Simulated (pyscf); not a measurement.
Thermochemistry of product channels of acetylene (HC≡CH) + •C≡CH on the doublet surface, in kcal/mol, from CCSD(T)/def2-TZVPP + ΔMP2(QZVPP) energies (ideal gas, 1 atm, RRHO with modes under 100 cm⁻¹ raised to 100, one conformer, R ln 2 for rigid chiral ones). Optimised with ωB97X-D3(BJ)/def2-SVP in PySCF. Correlated levels are frozen-core, on RHF or UHF. ΔMP2 is the change of the MP2 total energy from the triple- to the quadruple-zeta basis.

```tsv
products	ΔE	ΔH(298 K)	ΔG(600 K)	ΔG(900 K)
•HC=CH–C≡CH	-62.0	-60.0	-41.8	-32.5
cyclic C₄H₃ (SMILES [CH]=C1C=C1) [doublet]	-41.7	-40.0	-20.8	-11.0
•HC=C=C=CH₂	-71.5	-70.3	-52.5	…
HC≡C–C≡CH + H atom (H•)	…	-29.0	-22.6	-20.0
[HC≡C–C=CH₂]•	-71.5	-70.3	-52.5	…
```

Complete the blanks.


- •HC=C=C=CH₂, ΔG(900 K): -43.7
- HC≡C–C≡CH + H atom (H•), ΔE: -26.4
- [HC≡C–C=CH₂]•, ΔG(900 K): -43.7

These are energies of the channels, which say nothing of barriers. The CCSD(T) − MP2 part came from Ansatz, without density fitting, on the same reference. An open-shell T1 diagnostic exceeds 0.045. A UHF reference is spin-contaminated (<S²> up to 1.43), which harms MP2 most. C₂H has a Π state close over its Σ ground state, and the state reached was not checked.
